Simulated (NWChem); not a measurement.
**Atomisation of dimethyl ether (C$_{2}$H$_{6}$O)**

```xyz
9

C     -1.1611     0.0000    -0.1881
O      0.0000     0.0000     0.5778
C      1.1611     0.0000    -0.1881
H     -1.2330    -0.8952    -0.8395
H     -1.2330     0.8952    -0.8395
H     -2.0215     0.0000     0.4963
H      1.2330    -0.8952    -0.8395
H      2.0215     0.0000     0.4963
H      1.2330     0.8952    -0.8395
```
Charge 0, spin multiplicity 1.

The numbers come from NWChem runs, not from measurements. Structure: optimised with PBE0/def2-SVP, a minimum by its harmonic frequencies.

Basis set: def2-TZVP. The atomisation energy is electronic alone: no zero-point, thermal, spin-orbit or counterpoise terms. No value is extrapolated to the basis-set limit. Free atoms are single determinants with multiplicities C 3, O 3, H 2. Correlated methods freeze the same cores in atoms and molecule, 3 orbitals in all.

Relative cost: rough, from shared machines, SCF included, BP86 = 1. Costs are the molecule's.

B3LYP has NWChem's definition, with VWN1-RPA local correlation. GW and range-separated runs recompute their integrals, the others keep them in memory, which bears on the times. The stability of the SCF solutions was not checked. Open-shell Hartree-Fock references start from PBE0 orbitals; any time given for them includes that run.

```json
[
 {"method": "CAM-B3LYP", "atomisation energy (kcal/mol)": "?", "relative cost": "10"},
 {"method": "LDA (SVWN5)", "atomisation energy (kcal/mol)": "910.5", "relative cost": "under 3"},
 {"method": "BP86", "atomisation energy (kcal/mol)": "?", "relative cost": "1"},
 {"method": "PBE", "atomisation energy (kcal/mol)": "808.5", "relative cost": "under 3"},
 {"method": "MP2", "atomisation energy (kcal/mol)": "775.5", "relative cost": "under 3"},
 {"method": "PBE0", "atomisation energy (kcal/mol)": "?", "relative cost": "under 3"},
 {"method": "M06-2X", "atomisation energy (kcal/mol)": "797.2", "relative cost": "under 3"},
 {"method": "HF", "atomisation energy (kcal/mol)": "583.6", "relative cost": "under 3"},
 {"method": "B3LYP", "atomisation energy (kcal/mol)": "793.7", "relative cost": "under 3"}
]
```

**Question.** Some entries are withheld; supply them.

**Answer.** 
- CAM-B3LYP, atomisation energy (kcal/mol): 799.3
- BP86, atomisation energy (kcal/mol): 819.4
- PBE0, atomisation energy (kcal/mol): 795.1
